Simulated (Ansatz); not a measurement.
Reaction (SMILES): FC(F)(F)F + 4 [H][H] (H2) → C (CH4) + 4 F (HF)
B3LYP-D3(BJ)/def2-TZVP geometries, fixed; electronic energies without zero-point terms.
Largest species:
```xyz
5

C      0.0000     0.0000     0.0000
F      0.7629     0.7657     0.7682
F     -0.7843    -0.7493     0.7628
F     -0.7467     0.7653    -0.7843
F      0.7680    -0.7817    -0.7466
```
Charge 0, spin multiplicity 1.

Basis-set convergence of the energy of full hydrogenation at r2SCAN with Ansatz (a program for electronic structure). Cartesian d functions, on some or all atoms, in 6-31G*, 6-31+G*; all else is spherical. The program fits the integrals of some runs and decomposes those of others, by size. No added dispersion term, no relativity. Functions are those of the species that has most. Reference: the value in aug-cc-pVQZ, -59.39 kcal/mol, itself unsure by roughly 0.46 kcal/mol (its mean distance from def2-QZVPPD, pcseg-3, def2-QZVPP). Deviations are taken from unrounded values.

| basis | functions | energy of full hydrogenation (kcal/mol) |
|---|---|---|
| cc-pVDZ | 70 | -35.58 |
| aug-cc-pVDZ | 115 | -68.40 |
| def2-SVP | 70 | -32.59 |
| def2-SVPD | 112 | -66.43 |
| pcseg-1 | 70 | -46.51 |
| aug-pcseg-1 | 115 | -58.31 |
| 6-31G* | 75 | -9.67 |
| 6-31+G* | 95 | -43.69 |
| 6-311G** | 90 | -46.01 |
| 6-311+G** | 110 | -65.47 |
| cc-pVTZ | 150 | -50.35 |
| aug-cc-pVTZ | 230 | -59.51 |
| pcseg-2 | 150 | -58.55 |
| aug-pcseg-2 | 230 | -59.65 |
| def2-TZVP | 155 | -50.64 |
| def2-TZVPD | 197 | -56.48 |
| def2-TZVPP | 155 | -56.29 |
| def2-TZVPPD | 197 | -60.34 |
| cc-pVQZ | 275 | -55.73 |
| aug-cc-pVQZ | 400 | -59.39 |
| def2-QZVPP | 285 | -58.49 |
| def2-QZVPPD | 327 | -59.76 |

What the diffuse functions change, pair by pair:
- cc-pVDZ to aug-cc-pVDZ: 45 more functions, deviation 23.81 to -9.01 kcal/mol
- def2-SVP to def2-SVPD: 42 more functions, deviation 26.80 to -7.04 kcal/mol
- pcseg-1 to aug-pcseg-1: 45 more functions, deviation 12.88 to 1.07 kcal/mol
- 6-31G* to 6-31+G*: 20 more functions, deviation 49.72 to 15.70 kcal/mol
- 6-311G** to 6-311+G**: 20 more functions, deviation 13.38 to -6.08 kcal/mol
- cc-pVTZ to aug-cc-pVTZ: 80 more functions, deviation 9.04 to -0.12 kcal/mol
- pcseg-2 to aug-pcseg-2: 80 more functions, deviation 0.84 to -0.26 kcal/mol
- def2-TZVP to def2-TZVPD: 42 more functions, deviation 8.75 to 2.91 kcal/mol
- def2-TZVPP to def2-TZVPPD: 42 more functions, deviation 3.10 to -0.95 kcal/mol
- cc-pVQZ to aug-cc-pVQZ: 125 more functions, deviation 3.66 to 0.00 kcal/mol
- def2-QZVPP to def2-QZVPPD: 42 more functions, deviation 0.90 to -0.37 kcal/mol

Leaving out the reference's own pair, they bring the value nearer the reference by more than 0.46 kcal/mol in 10 of 10 pairs.
